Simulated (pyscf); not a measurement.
HO–GaH–F → HO–Ga [singlet] + HF (1,1-elimination; singlet surface; F–Ga, Ga–H broken, F–H formed). Optimised with ωB97X-D3(BJ)/def2-SVP in PySCF. Correlated levels are frozen-core, on RHF or UHF. ΔMP2 is the change of the MP2 total energy from the triple- to the quadruple-zeta basis. Energies in kcal/mol from the reactant's lowest minimum found.

```
level                             barrier  reaction energy
--------------------------------  -------  ---------------
ωB97X-D3(BJ)/def2-TZVP                [?]            +28.2
B3LYP-D3(BJ)/def2-TZVP               52.0            +21.5
PBE0-D3(BJ)/def2-TZVP                53.3            +25.0
ωB97M-D3(BJ)/def2-TZVP               55.6            +22.9
MP2/def2-QZVPP                       57.5            +26.2
CCSD/def2-TZVPP                      62.1            +25.8
CCSD(T)/def2-TZVPP + ΔMP2(QZVPP)      [?]              [?]
```

Task: Fill in the missing entries.

Result: 
- ωB97X-D3(BJ)/def2-TZVP, barrier: 58.7
- CCSD(T)/def2-TZVPP + ΔMP2(QZVPP), barrier: 57.3
- CCSD(T)/def2-TZVPP + ΔMP2(QZVPP), reaction energy: +23.9

On the reactant side the descent ends in a point that may be a rotor saddle (no frequency run), 1.7 kcal/mol over the lowest minimum found and 57.0 kcal/mol under the saddle at ωB97X-D3(BJ)/def2-TZVP. This is the saddle that the search found; another between the same sides may lie lower. The CCSD(T) − MP2 part came from Ansatz, without density fitting, on the same reference. The frozen core leaves the outer d or s,p core shells of the metals and heavy elements correlated in the MP2 and CC values, and def2-TZVPP describes them poorly, which can shift differences by a few kcal/mol. Elements up to Kr have no core potential and no relativistic terms here.
